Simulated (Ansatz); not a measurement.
Which YAML input does this script hand to the engine? (the Python package of Ansatz (0.2.0))

Script `ch3alo_md.py`:
```python
# -*- coding: utf-8 -*-
"""Molecular dynamics of one CH3AlO molecule."""

import ansatz as az
from ase import Atoms
import numpy as np

atoms = Atoms(["C", "O", "Al", "H", "H", "H"], positions=[
    (0.024, -0.3975, -0.6701),
    (0.2596, -1.2137, 0.3944),
    (-0.2896, 0.45, 1.0353),
    (-0.8522, -0.678, -1.2373),
    (0.8949, -0.1198, -1.2755),
    (0.0053, 1.895, 1.707),
])
mol = az.Crystal.molecule_from_ase(atoms)

calc = (
    mol.calculation()
    .basis(gaussian="6-31G*")
    .functional("BLYP")
    .md("nve", timestep=1.0, steps=30, temperature=300, initial_velocities="maxwell_boltzmann", seed=46)
)
frames = []
calc.session().plan().execute(on_event=lambda e: frames.append(e["data"]) if e["event"] == "md_step" else None)
print("t (fs)   E_pot (eV)      E_kin (eV)   T (K)   d(0-1) (A)")
for f in frames[::3]:
    xyz = np.array(f["positions_ang"])
    print(f"{f['time_fs']:6.2f} {f['lagrangian_ev']:14.5f} {f['e_kin_ev']:10.5f} {f['temperature_k']:8.1f} {np.linalg.norm(xyz[0] - xyz[1]):9.4f}")
kept = np.array([f["conserved_ev"] for f in frames])
print(f"conserved energy moves by at most {1000 * np.ptp(kept):.3f} meV")
```

```console
$ python ch3alo_md.py
t (fs)   E_pot (eV)      E_kin (eV)   T (K)   d(0-1) (A)
  0.00    -9726.31817    0.15511    300.0    1.3619
  3.00    -9726.52749    0.36275    701.6    1.4270
  6.00    -9726.76810    0.60298   1166.2    1.5169
  9.00    -9726.92544    0.75981   1469.5    1.6122
 12.00    -9726.95289    0.78865   1525.3    1.6992
 15.00    -9726.95590    0.79052   1528.9    1.7725
 18.00    -9726.86476    0.69974   1353.3    1.8333
 21.00    -9726.70664    0.54193   1048.1    1.8826
 24.00    -9726.54332    0.37937    733.7    1.9179
 27.00    -9726.45087    0.28714    555.4    1.9372
 30.00    -9726.45739    0.29335    567.4    1.9405
conserved energy moves by at most 2.639 meV
```

`input.yaml`:
```yaml
crystal:
  periodic: [false, false, false]
  atoms:
    - { symbol: C, position_ang: [0.024, -0.3975, -0.6701] }
    - { symbol: O, position_ang: [0.2596, -1.2137, 0.3944] }
    - { symbol: Al, position_ang: [-0.2896, 0.45, 1.0353] }
    - { symbol: H, position_ang: [-0.8522, -0.678, -1.2373] }
    - { symbol: H, position_ang: [0.8949, -0.1198, -1.2755] }
    - { symbol: H, position_ang: [0.0053, 1.895, 1.707] }
basis:
  gaussian:
    orbitals: "6-31G*"
hamiltonian:
  xc: blyp
md:
  timestep: 1.0
  n_steps: 30
  ensemble: nve
  temperature: 300.0
  initial_velocities: maxwell_boltzmann
  seed: 46
```

Reading the output:
- Total energies depend on the basis set; only differences at equal settings carry meaning.
- The trajectory is only some femtoseconds long, so its temperature is not equilibrated; where the script doesn't relax first, it starts from a rough generated geometry.
- The temperature counts the internal degrees of freedom alone.
- With hydrogen a step over 0.5 fs is long.
- Run time: 38 s on 1 thread of Arm Neoverse V2, with other jobs on the host, peak memory 0.17 GiB.

(A comment or docstring line of the script was reworded after the run, the code is as it ran; lines on the test bed's own set-up are left out of the output.)
